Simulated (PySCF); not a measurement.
Computed with PBE-D3(BJ)/def2-TZVP // r2SCAN-D4/def2-TZVP run with PySCF. Isolated molecules, 0 K electronic values unless said otherwise. Excitations are Tamm–Dancoff values on a coarser integration grid. The basis has no diffuse functions, so Rydberg states are missing or too high.

Reference species (SMILES): `[SiH3]Cl` (neutral, multiplicity 1).

```
Quantity                  Result
----------------------  --------
HOMO                    -7.65 eV
S1 excitation (TDA)      6.81 eV
S1 oscillator strength     0.008
```

After one change: the HOMO falls by 0.45 eV; the S1 excitation (TDA) falls by 0.20 eV; the S1 oscillator strength is nearly the same.

What was changed between the two runs? The new species is one of these.
(A) `Cl[Si](Cl)(Cl)Cl`
(B) `Cl[SiH2]Cl`
(C) `Cl[SiH](Cl)Cl`

A, `Cl[Si](Cl)(Cl)Cl`
